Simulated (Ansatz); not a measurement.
Two shapes of doublet C₂H.

Shape 1:

```xyz
3

H     0.0000    0.0000   -1.5530
C     0.0000    0.0000   -0.4767
C     0.0000    0.0000    0.7355
```

Shape 2:

```xyz
3

H     0.0000    0.0000   -1.4287
C     0.0000    0.0000   -0.4385
C     0.0000    0.0000    0.6767
```

Basis set: def2-TZVP (spherical functions). Frozen core: 2 orbitals. Charge 0, multiplicity 2.

Computed with Ansatz (development build ahead of 0.2.0); each method stands on the lowest determinant of its kind that the runs found.

Problem. Which shape is lower in energy, and by how much in each method?

Solution.

| method | E(2) − E(1) (eV) |
| --- | --- |
| UHF | 0.515 |
| UHF-MP2 | 0.306 |

Shape 1 is lower. Caution: the unrestricted determinant is spin contaminated.
